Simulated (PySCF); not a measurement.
# NaC⁻ (triplet): the SCF solver's settings

The same problem is solved with other solver options, one edit a run.

Method: method and basis as typed in the scripts; program: PySCF 2.14.0.

2 further runs of the same task are left out: 2 that didn't finish.

## Step 1: The system as given

NaC⁻ (triplet): 2 atoms, charge -1, spin multiplicity 3.

Bond lengths: Na1–C2 2.504 Å.

## Step 2: Base script

Contents of input.py:

```python
from pyscf import gto, scf, mcscf, mrpt

mol = gto.M(
    atom='Na 0 0 0; C 0 0 2.504',
    basis='def2-svpd',
    charge=-1,
    spin=2,
    verbose=4,
)
mf = scf.ROHF(mol)
mf.kernel()
mc = mcscf.CASSCF(mf, 6, 6)
mc.kernel()
mc.analyze()
mrpt.NEVPT(mc).kernel()
mf.dip_moment()
print('orbital energies (hartree):', mf.mo_energy[..., max(0, mol.nelec[1]-3):mol.nelec[0]+3].round(4))
```

On the command line:

```console
OMP_NUM_THREADS=1 python input.py
```

The log of this run is left out.

In short: E(SCF) = -199.427713 Eh, 12 cycles, E(CAS) − E(SCF) = -0.01237 Eh, NEVPT2 = -0.08248 Eh.

The bond length is a typed value, not an optimised one. The dipole of an ion depends on the origin. The triplet is typed in the script; nothing here shows that it is the ground state.

## Step 3: Point-group symmetry on

Edit 1 changes point-group symmetry: off → on.

Contents of input.py:

```python
from pyscf import gto, scf, mcscf, mrpt

mol = gto.M(
    atom='Na 0 0 0; C 0 0 2.504',
    basis='def2-svpd',
    charge=-1,
    spin=2,
    symmetry=True,
    verbose=4,
)
mf = scf.ROHF(mol)
mf.kernel()
mc = mcscf.CASSCF(mf, 6, 6)
mc.kernel()
mc.analyze()
mrpt.NEVPT(mc).kernel()
mf.dip_moment()
print('orbital energies (hartree):', mf.mo_energy[..., max(0, mol.nelec[1]-3):mol.nelec[0]+3].round(4))
```

On the command line:

```console
OMP_NUM_THREADS=1 python input.py
```

## Step 4: Initial guess core

Edit 2 changes initial guess: minao → core.

Changes to input.py since step 2:

```diff
@@ -10,2 +10,3 @@
 mf = scf.ROHF(mol)
+mf.init_guess = 'core'
 mf.kernel()
```

## Step 5: Second-order solver on

Edit 3 changes second-order solver: off → on.

Changes to input.py since step 2:

```diff
@@ -10,2 +10,3 @@
 mf = scf.ROHF(mol)
+mf = mf.newton()
 mf.kernel()
```

## Step 6: Convergence threshold 1e-11 hartree

Edit 4 changes convergence threshold: default → 1e-11 hartree.

Changes to input.py since step 2:

```diff
@@ -10,2 +10,3 @@
 mf = scf.ROHF(mol)
+mf.conv_tol = 1e-11
 mf.kernel()
```

What does the calculation give? Wanted: for each run, E(SCF); from base; after the SCF.

As calculated:

```csv
run,E(SCF) (hartree),from base (eV),cycles,after the SCF
base,-199.427713,0,12,"NEVPT2 correlation -2.581 eV (from the SCF energy, the CASSCF gain included)"
point-group symmetry on,-199.427713,0.0000,12,"NEVPT2 correlation -2.581 eV (from the SCF energy, the CASSCF gain included)"
initial guess core,-199.427713,0.0000,12,"NEVPT2 correlation -2.581 eV (from the SCF energy, the CASSCF gain included)"
second-order solver on,-199.427713,0.0000,3 macro,"NEVPT2 correlation -2.581 eV (from the SCF energy, the CASSCF gain included)"
convergence threshold 1e-11 hartree,-199.427713,0.0000,14,"NEVPT2 correlation -2.581 eV (from the SCF energy, the CASSCF gain included)"
```

Distance from each run's final energy (log10 hartree) by cycle:

```csv
run,cycle 1,cycle 2,cycle 3,cycle 5,cycle 8,cycle 12
base,-1.3,-1.6,-2.0,-2.6,-5.5,-10.0
point-group symmetry on,-1.3,-1.6,-2.0,-2.6,-5.5,-10.0
initial guess core,-1.3,-1.6,-2.0,-2.6,-5.5,-10.0
second-order solver on,-3.1,< -11,< -11,done,done,done
convergence threshold 1e-11 hartree,-1.3,-1.6,-2.0,-2.6,-5.5,-10.3
```

In words: The SCF energy stays the same, to the digits that matter, with point-group symmetry on or initial guess core or second-order solver on or convergence threshold 1e-11 hartree. PySCF falls back to minao for a guess that it doesn't know or can't read, so that run repeats the base. With point-group symmetry on, initial guess core the path hardly changes: 12 cycles against 12.
